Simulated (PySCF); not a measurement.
Computed properties of ethylene (C2H4), SMILES C=C

ethylene (C2H4), SMILES C=C. Coordinates come from a r2SCAN-D4/def2-TZVP optimisation. Other conformers were not sampled. All values are computed for the isolated molecule unless a solvent is named; none is compared with measurement here.

**Structure.** The optimised structure has D2h symmetry. All 12 harmonic modes at r2SCAN-D4/def2-TZVP (PySCF) are real, so it is a minimum.

**Vibrations.** The strongest infrared lines (harmonic, unscaled, degenerate partners summed) lie at 971 cm⁻¹ (105 km/mol, H 86 %, C 14 %), 3235 cm⁻¹ (22 km/mol, H 89 %, C 11 %), 3130 cm⁻¹ (20 km/mol, H 96 %). The softest mode is at 831 cm⁻¹ and the zero-point energy is 31.9 kcal/mol.

**Electronic structure.** HF/def2-TZVPD (PySCF) places the frontier levels at -10.31 and 2.23 eV, a gap of 12.54 eV, and gives a dipole moment of 0.00 D and a mean polarisability of 27.6 bohr³.

**Excitations.** TDA-M06-2X/def2-TZVPD (PySCF) has S1 at 7.34 eV (169 nm, f = 0.076, bright); the most intense of the 10 singlets computed lies at 8.32 eV (f = 0.51). T1 (TDA) is at 4.89 eV, 2.45 eV under S1. No vertical singlet excitation falls in the visible range (under 3.1 eV).

**NMR.** GIAO shifts at PBE0/pcSseg-2 (PySCF) (non-relativistic, atoms alike by connectivity averaged): ¹³C at 135.4 ppm against TMS; ¹H at 5.9 ppm against TMS.
